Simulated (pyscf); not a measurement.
Structures and frequencies: ωB97X-D3(BJ)/def2-SVP in PySCF.

Problem. Estimate the classical barrier height and the reaction energy of H₂N–Al [singlet] + H₂ → H₂N–AlH₂ at ωB97M-D3(BJ)/def2-TZVP. The step runs on the singlet surface, breaks H–H and forms Al–H, Al–H; take the separated reactants as zero.

Solution. ΔE‡ = 222.9 kJ/mol, ΔE = -104.3 kJ/mol. Zero-point energy shifts the barrier by +5.4 kJ/mol. It is an insertion, with an imaginary mode of 1555i cm⁻¹. The same reactants have a lower exit, to AlH [singlet] + NH₃ (barrier +133.2 kJ/mol at ωB97M-D3(BJ)/def2-TZVP, against +222.9 kJ/mol here). One saddle was located; it need not be the lowest between these sides. One closed-shell reference is unstable to symmetry breaking; treat the single-reference values with care.
